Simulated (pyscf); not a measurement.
Optimised with ωB97X-D3(BJ)/def2-SVP in PySCF.

Task: Estimate the classical barrier height and the reaction energy of HO–PH–OH (SMILES OPO) + PH₃ (SMILES P) → HO–P(OH)–PH₂ (SMILES OP(O)P) + H₂ (SMILES [H][H]) at M06-2X/def2-TZVP. The step runs on the singlet surface, breaks H–P, H–P and forms P–P, H–H; take the separated reactants as zero.

Result: ΔE‡ = 2.39 eV, ΔE = +0.01 eV. ωB97M-D3(BJ)/def2-TZVP gives 2.40 eV and +0.07 eV. Zero-point energy shifts the barrier by -0.07 eV. It is a four-centre exchange, with an imaginary mode of 869i cm⁻¹. This is the saddle that the search found; another between the same sides may lie lower.
